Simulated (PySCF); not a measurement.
TDDFT excited states: C2F4

Tetrafluoroethene, C2F4.
SMILES: `FC(F)=C(F)F`

Computed, not measured: TDDFT CAM-B3LYP/def2-SVPD, vertical, gas phase, core orbitals frozen in the response in PySCF 2.14.0, density-fitted response routines. Isolated species at its GFN2-xTB geometry, gas phase.

Task: What does the calculation give for the low-lying excited states?

Result: 

| state | E (eV) | ν̃ (cm⁻¹) | f | \|μ\| (D) | main configurations (H = HOMO, L = LUMO) |
| --- | --- | --- | --- | --- | --- |
| S1 | 6.83 | 55120 | 0.015 | 0.77 | H→L (97%) |
| S2 | 6.84 | 55150 | 0.0000 | 0.01 | H→L+3 (86%), H→L+6 (13%) |
| S3 | 8.07 | 65100 | 0.0000 | 0.00 | H→L+2 (94%) |
| S4 | 8.32 | 67090 | 0.422 | 3.66 | H→L+1 (96%) |
| S5 | 9.43 | 76060 | 0.0000 | 0.00 | H→L+4 (99%) |
| S6 | 9.90 | 79880 | 0.0000 | 0.00 | H→L+6 (84%), H→L+3 (12%) |
| S7 | 10.44 | 84230 | 0.053 | 1.15 | H→L+7 (93%) |
| S8 | 10.53 | 84970 | 0.0000 | 0.00 | H→L+5 (98%) |

Triplets, Tamm–Dancoff:

```json
{"state": "T1", "E (eV)": "4.60", "λ (nm)": "269.3", "main configurations (H = HOMO, L = LUMO)": "H→L+1 (98%)"}
{"state": "T2", "E (eV)": "6.27", "λ (nm)": "197.6", "main configurations (H = HOMO, L = LUMO)": "H→L+3 (82%), H→L+6 (17%)"}
{"state": "T3", "E (eV)": "6.52", "λ (nm)": "190.0", "main configurations (H = HOMO, L = LUMO)": "H→L (93%)"}
```

The lowest singlet lies at 6.83 eV (181 nm, vacuum ultraviolet) and is weak; its leading configuration is HOMO→LUMO (97%). The most intense listed level is S4 at 8.32 eV (149 nm, f = 0.422), 1.48 eV above S1. S1/S2 lie within about 0.01 eV of each other. Löwdin shares by element: HOMO carbon 57%, fluorine 22% or more (atoms not listed hold the other 22%); LUMO carbon 69%, fluorine 15% or more (atoms not listed hold the other 15%). The oscillator strengths of these states sum to 0.490; summed over the whole spectrum of an exact calculation they would give the number of electrons, 48 (Thomas–Reiche–Kuhn). Orbital energies (eV): HOMO-3 -14.91, HOMO-2 -14.81, HOMO-1 -14.38, HOMO -9.34, LUMO 0.89, LUMO+1 1.55, LUMO+2 1.86. Of the 8 states listed, 3 reach f = 0.01 and 5 stay under 0.0005. Only the lowest 8 singlets were computed, as vertical energies without vibronic structure.

Hardware: one thread of an Arm Neoverse V2, no GPU, on a shared host. Cost: 8.1 s wall.
